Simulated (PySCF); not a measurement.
**One shape, several levels: C2H3O+ (SMILES CC#[O+])**

Aim: a comparison of 6 runs (HF/3-21G, B3LYP/6-31G*, B3LYP/def2-TZVP, PBE0/def2-TZVP, TPSS/def2-TZVP, SCS-MP2/def2-TZVP) of C2H3O+. The job is set up through a Python script.

The results are computed with PySCF 2.14.0.

3 further runs of the same task are left out: 3 set aside as unsound or not needed.

## 1. Starting point

The species is C2H3O+ (6 atoms), meant as a singlet with charge +1. As SMILES, `CC#[O+]`. The shape is that of a PBE0-D4/def2-TZVP optimisation.

Bond lengths: C1–C2 1.418 Å, C2–O3 1.111 Å, C1–H4 1.098 Å, C1–H5 1.098 Å, C1–H6 1.098 Å. Angles: C1–C2–O3 180.0°, C2–C1–H4 108.3°, C2–C1–H5 108.3°, C2–C1–H6 108.3°, H4–C1–H5 110.6°, H4–C1–H6 110.6°, H5–C1–H6 110.6°.

## 2. The energy at HF/3-21G (run 1)

Contents of job.py:

```python
from pyscf import gto, scf

system = gto.Mole()
system.atom = [
    ('C', (-0.321600, 0.308400, -0.192600)),
    ('C', (0.617700, -0.592600, 0.370000)),
    ('O', (1.353900, -1.298000, 0.810700)),
    ('H', (-0.073700, 0.447100, -1.253200)),
    ('H', (-1.324100, -0.126000, -0.083500)),
    ('H', (-0.252100, 1.261200, 0.348500)),
]
system.basis = '3-21g'
system.max_memory = 1860
system.charge = 1
system.verbose = 3
system.build()

mf = scf.RHF(system)
mf.conv_tol = 1e-10
mf.kernel()
if not mf.converged:
    mf = mf.newton().run(mf.mo_coeff, mf.mo_occ)

energy = mf.e_tot
print('E(%s) = %.9f' % ('HF', energy))
```

On the command line:

```
$ OMP_NUM_THREADS=1 python job.py
```

The log of the run:

```text
converged SCF energy = -151.200382572715
E(HF) = -151.200382573
```

Wall time 0.74 s (1 thread of Intel Xeon at 2.70GHz, shared host); peak memory 0.1 GiB.

## 3. A single-point energy at B3LYP/6-31G(d) (spherical functions) (run 2)

Contents of input.xyz:

```xyz
6

C     -0.321600     0.308400    -0.192600
C      0.617700    -0.592600     0.370000
O      1.353900    -1.298000     0.810700
H     -0.073700     0.447100    -1.253200
H     -1.324100    -0.126000    -0.083500
H     -0.252100     1.261200     0.348500
```

Contents of job.py:

```python
from pyscf import gto, dft

mol = gto.M(
    atom='input.xyz',
    basis='6-31g*',
    verbose=3,
    max_memory=1860,
    charge=1,
)

calc0 = dft.RKS(mol, xc='b3lyp')
calc0.grids.level = 5
calc0.conv_tol = 1e-10
calc0.kernel()
if not calc0.converged:
    calc0 = calc0.newton().run(calc0.mo_coeff, calc0.mo_occ)

e_tot = calc0.e_tot
print('E(%s) = %.9f' % ('B3LYP', e_tot))
```

On the command line:

```
$ OMP_NUM_THREADS=1 python job.py
```

The log of the run:

```text
converged SCF energy = -152.920082614297
E(B3LYP) = -152.920082614
```

Run time: 6.9 s. Hardware: 1 thread of Intel Xeon at 2.70GHz, shared host; peak memory 0.27 GiB.

Runs 3 to 4 aren't shown in full; the table further down has their settings and results.

## 4. A single-point energy at TPSS/def2-TZVP (run 5)

Contents of job.py:

```python
from pyscf import gto, dft

mol = gto.M(
    atom='''
C   -0.321600   0.308400  -0.192600
C    0.617700  -0.592600   0.370000
O    1.353900  -1.298000   0.810700
H   -0.073700   0.447100  -1.253200
H   -1.324100  -0.126000  -0.083500
H   -0.252100   1.261200   0.348500
''',
    charge=1,
    basis='def2-tzvp',
    spin=0,
    max_memory=1860,
    verbose=4,
)

mf = dft.RKS(mol, xc='tpss')
mf.conv_tol = 1e-10
mf.grids.level = 5
mf.kernel()
if not mf.converged:
    mf = mf.newton().run(mf.mo_coeff, mf.mo_occ)

e_final = mf.e_tot
print('E = %.10f Eh' % e_final)
```

On the command line:

```
$ OMP_NUM_THREADS=1 python job.py
```

The log of the run:

```text
PySCF version 2.14.0

[... 75 lines left out ...]
converged SCF energy = -153.01215700688
E = -153.0121570069 Eh
```

Wall time 31 s (1 thread of Intel Xeon at 2.70GHz, shared host); peak memory 0.62 GiB.

## 5. The energy at SCS-MP2/def2-TZVP (run 6)

Contents of run.py:

```python
from pyscf import gto, mp

molecule = gto.M(
    atom='''
C       -0.321600       0.308400      -0.192600
C        0.617700      -0.592600       0.370000
O        1.353900      -1.298000       0.810700
H       -0.073700       0.447100      -1.253200
H       -1.324100      -0.126000      -0.083500
H       -0.252100       1.261200       0.348500
''',
    charge=1,
    basis='def2-tzvp',
    spin=0,
    verbose=3,
    max_memory=1860,
)

mf = molecule.RHF()
mf.conv_tol = 1e-10
mf.kernel()
if not mf.converged:
    mf = mf.newton().run(mf.mo_coeff, mf.mo_occ)

pt = mp.MP2(mf, frozen=3).run()
e_final = mf.e_tot + 1.2 * pt.e_corr_os + pt.e_corr_ss / 3
print('Final energy', e_final)
```

On the command line:

```
$ OMP_NUM_THREADS=1 python run.py
```

The log of the run:

```text
converged SCF energy = -152.122795774173
E(RMP2) = -152.64536395013  E_corr = -0.522568175957514
E(SCS-RMP2) = -152.638922939251  E_corr = -0.516127165078079
Final energy -152.63892293925088
```

It took 3.6 s on 1 thread of Intel Xeon at 2.70GHz, shared host; peak memory 0.3 GiB.

## 6. The series

```csv
run,level,integration grid,frozen core orbitals,energy (Eh),HOMO energy (eV),LUMO energy (eV),HOMO–LUMO gap (eV),wall time
1,HF/3-21G,–,–,-151.200383,-23.03,-3.90,19.13,0.74 s
2,B3LYP/6-31G* (spherical functions),5,–,-152.920083,-18.92,-8.52,10.40,6.9 s
3,B3LYP/def2-TZVP,5,–,-152.988446,-18.93,-8.56,10.36,20 s
4,PBE0/def2-TZVP,5,–,-152.808691,-19.17,-8.24,10.94,23 s
5,TPSS/def2-TZVP,5,–,-153.012157,-17.80,-9.28,8.52,31 s
6,SCS-MP2/def2-TZVP,–,3,-152.638923,-22.98,-3.69,19.29,3.6 s
```

## 7. Results

| quantity | value |
| --- | --- |
| run 6: total energy | -152.63892 Eh |
| run 6: HOMO energy (Hartree–Fock orbitals) | -22.98 eV |
| run 6: LUMO energy (Hartree–Fock orbitals) | -3.69 eV |
| run 6: HOMO–LUMO gap (Hartree–Fock orbitals) | 19.29 eV |
| run 6: correlation energy (3 core orbitals frozen) | -516.1 mEh |

Over runs 1, 2, 3, 4, 5 the HOMO–LUMO gap runs from 8.52 eV (TPSS/def2-TZVP) to 19.13 eV (HF/3-21G). The two ends differ in method and basis. Totals of different functionals can't be ranked against each other. All runs together took 85 s, the longest 31 s.
